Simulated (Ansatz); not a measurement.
```yaml
crystal:
  periodic: [false, false, false]
  atoms:
    - {symbol: Be, position_ang: [0.000000, 0.000000, 0.000000]}
    - {symbol: Be, position_ang: [0.000000, 0.000000, 1.860000]}
basis:
  gaussian: {orbitals: def2-TZVP}
hamiltonian: {xc: pbe0}
relax: {f_tol: 0.004, max_steps: 80}
```

```sh
$ ansatz run in.yaml --threads 1 --pin off --events-out ev --progress --plain --max-ram 2176MiB
```

Steps of the relaxation (energy above the last step; positions in Å, forces in eV/Å):

```
2
step 1, 874.0 meV
Be    0.000    0.000    0.000    0.000    0.000   -4.074
Be    0.000    0.000    1.860    0.000    0.000    4.074
```

```
2
step 2, 166.5 meV
Be    0.000    0.000   -0.147    0.000    0.000   -1.181
Be    0.000    0.000    2.007    0.000    0.000    1.181
```

```
2
step 3, 10.1 meV
Be    0.000    0.000   -0.274    0.000    0.000   -0.201
Be    0.000    0.000    2.134    0.000    0.000    0.201
```

```
2
step 5, 0.1 meV
Be    0.000    0.000   -0.322    0.000    0.000   -0.018
Be    0.000    0.000    2.182    0.000    0.000    0.018
```

```
2
step 6, 0.0 meV
Be    0.000    0.000   -0.328    0.000    0.000   -0.001
Be    0.000    0.000    2.188    0.000    0.000    0.001
```

Close pairs at the end: Be1–Be2 2.516 Å.

A stationary point of restricted PBE0 after 6 steps (its stability towards spin polarisation wasn't tested). 2.2 s on 1 thread of Arm Neoverse V1, shared host.
